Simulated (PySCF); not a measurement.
# F2H3O: the cost of one run

Computed with PySCF 2.14.0; each step states its level. No surroundings beyond the atoms listed, unless a continuum is named. Atoms count from 0, parts from 1.

## Step 1: Starting point

6 atoms, charge -1, multiplicity 1; geometry: GFN2-xTB. Parts: 1 = atoms 0–2, `F[H-]F`, charge -1; 2 = atoms 3–5, `O`, charge 0.

## Step 2: Optimising the geometry at PBE0-D3(BJ)/def2-TZVPD

What the job is given:

```
{"job": {"xc": "PBE0", "basis": "def2-TZVPD", "d3": "d3bj", "grid": 3, "kind": "geom", "shake": 0.01}, "charge": -1, "multiplicity": 1, "parts": [{"atoms": "0-2", "charge": -1, "multiplicity": 1}, {"atoms": "3-5", "charge": 0, "multiplicity": 1}]}
F     -0.778555     0.646328    -0.612444
H      0.094067     0.109654    -0.211320
F      1.026424    -0.433234     0.119151
O      1.404575     0.635122    -2.460174
H      1.653681     0.148493    -1.674034
H      0.467737     0.886184    -2.206439
```

The run is started by

```bash
$ OMP_NUM_THREADS=1 python cluster_run.py task.json out
```

The driver reads the jobs from task.json and runs them one after another.

Q: Estimate the wall time and peak memory of this first job on 1 thread of Arm Neoverse V2, shared host.

About 27 s, with a peak of 0.58 GiB.
